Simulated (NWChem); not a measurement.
Program: NWChem. System: H2Si, charge 0, spin multiplicity 3, at a geometry optimised with UPBE0/def2-SVP. The structure started from a generated list of species. Its SCF solution wasn't tested for a lower state. Level: UHF/def2-TZVP.

The NWChem input:

```
start mol
memory heap 200 mb stack 900 mb global 1100 mb
geometry units angstroms nocenter noautoz
  Si     0.000000     0.000000    -0.094703
  H      1.287307     0.000000     0.662923
  H     -1.287307     0.000000     0.662923
  symmetry group C2v
end
basis spherical
  * library def2-tzvp
end
scf
  uhf
  nopen 2
  maxiter 100
  thresh 1e-7
  semidirect memsize 60000000 filesize 0
  # guess.movecs holds the orbitals of an unrestricted PBE0 run
  vectors input guess.movecs output mol.movecs
end
task scf energy
```

NWChem printed:

```
             Northwest Computational Chemistry Package (NWChem) 7.3.0
             --------------------------------------------------------

                                NWChem Input Module
                                -------------------

 Scaling coordinates for geometry "geometry" by  1.889725989
 (inverse scale =  0.529177249)

 Turning off AUTOSYM since
 SYMMETRY directive was detected!

                             Geometry "geometry" -> ""
                             -------------------------

 Output coordinates in angstroms (scale by  1.889725989 to convert to a.u.)

  No.       Tag          Charge          X              Y              Z
 ---- ---------------- ---------- -------------- -------------- --------------
    1 Si                  14.0000     0.00000000     0.00000000    -0.09470300
    2 H                    1.0000     1.28730700     0.00000000     0.66292300
    3 H                    1.0000    -1.28730700     0.00000000     0.66292300

 Effective nuclear repulsion energy (a.u.)      10.1251370342

            Nuclear Dipole moment (a.u.)
            ----------------------------
        X                 Y               Z
 ---------------- ---------------- ----------------
     0.0000000000     0.0000000000     0.0000075589

      Symmetry information
      --------------------

 Group name             C2v
 Group number             16
 Group order               4
 No. of unique centers     2

      Symmetry unique atoms

     1    2


 Summary of "ao basis" -> "" (spherical)
 ------------------------------------------------------------------------------
       Tag                 Description            Shells   Functions and Types
 ---------------- ------------------------------  ------  ---------------------
 *                         def2-tzvp                  on all atoms

 Summary of "ao basis" -> "ao basis" (spherical)
 ------------------------------------------------------------------------------
       Tag                 Description            Shells   Functions and Types
 ---------------- ------------------------------  ------  ---------------------
[...]
     4      0.198398  1 Si s                  3     -0.167890  1 Si s

 Vector    9  Occ=0.000000D+00  E= 6.703030D-02  Symmetry=b2
              MO Center= -1.4D-14, -3.7D-14, -1.2D-02, r^2= 4.1D+00
   Bfn.  Coefficient  Atom+Function         Bfn.  Coefficient  Atom+Function
  ----- ------------  ---------------      ----- ------------  ---------------
    19      0.834156  1 Si py                13      0.150729  1 Si py

 Vector   10  Occ=0.000000D+00  E= 1.646172D-01  Symmetry=a1
              MO Center=  1.4D-14,  3.4D-15,  3.1D-01, r^2= 5.3D+00
   Bfn.  Coefficient  Atom+Function         Bfn.  Coefficient  Atom+Function
  ----- ------------  ---------------      ----- ------------  ---------------
     5      2.073770  1 Si s                 40     -1.560179  2 H  s
    46     -1.560179  3 H  s                 20      1.193952  1 Si pz
     4      0.212204  1 Si s                  3     -0.194671  1 Si s

 center of mass
 --------------
 x =   0.00000000 y =   0.00000000 z =  -0.08274501

 moments of inertia (a.u.)
 ------------------
           3.853973864718           0.000000000000           0.000000000000
           0.000000000000          15.782232744775           0.000000000000
           0.000000000000           0.000000000000          11.928258880057

  Mulliken analysis of the total density
  --------------------------------------

    Atom       Charge   Shell Charges
 -----------   ------   -------------------------------------------------------
    1 Si  14    14.00   2.00  0.59  1.39  0.86  0.53  4.12  1.73  0.49  1.47  0.68  0.06  0.08  0.01
    2 H    1     1.00   0.23  0.54  0.22  0.01
    3 H    1     1.00   0.23  0.54  0.22  0.01

  Mulliken analysis of the alpha density
  --------------------------------------

    Atom       Charge   Shell Charges
 -----------   ------   -------------------------------------------------------
    1 Si  14     7.96   1.00  0.30  0.69  0.52  0.35  2.08  0.85  0.33  1.18  0.60  0.03  0.04  0.00
    2 H    1     0.52   0.12  0.28  0.11  0.01
    3 H    1     0.52   0.12  0.28  0.11  0.01

   Mulliken analysis of the beta density
   -------------------------------------

    Atom       Charge   Shell Charges
 -----------   ------   -------------------------------------------------------
    1 Si  14     6.04   1.00  0.29  0.70  0.35  0.19  2.04  0.88  0.16  0.29  0.07  0.03  0.03  0.01
    2 H    1     0.48   0.11  0.26  0.11  0.00
    3 H    1     0.48   0.11  0.26  0.11  0.00

   Mulliken analysis of the spin density
   -------------------------------------

    Atom       Charge   Shell Charges
 -----------   ------   -------------------------------------------------------
    1 Si  14     1.93   0.00  0.01 -0.01  0.17  0.16  0.04 -0.03  0.17  0.89  0.53  0.00  0.01 -0.00
    2 H    1     0.04   0.01  0.02  0.00  0.00
    3 H    1     0.04   0.01  0.02  0.00  0.00

       Multipole analysis of the density wrt the origin
       ------------------------------------------------

     L   x y z        total         alpha         beta         nuclear
     -   - - -        -----         -----         ----         -------
     0   0 0 0     -0.000000     -9.000000     -7.000000     16.000000

     1   1 0 0      0.000000     -0.000000      0.000000      0.000000
     1   0 1 0      0.000000      0.000000      0.000000      0.000000
     1   0 0 1     -0.048457      0.672458     -0.720923      0.000008

     2   2 0 0    -11.351696    -13.310645     -9.876696     11.835645
     2   1 1 0      0.000000      0.000000     -0.000000      0.000000
     2   1 0 1     -0.000000     -0.000000     -0.000000      0.000000
     2   0 2 0    -12.385283     -9.808595     -2.576688      0.000000
     2   0 1 1      0.000000     -0.000000      0.000000      0.000000
     2   0 0 2    -11.243251    -10.566324     -4.264044      3.587116

 Task  times  cpu:        0.2s     wall:        0.2s

 Total times  cpu:        0.2s     wall:        0.2s
```
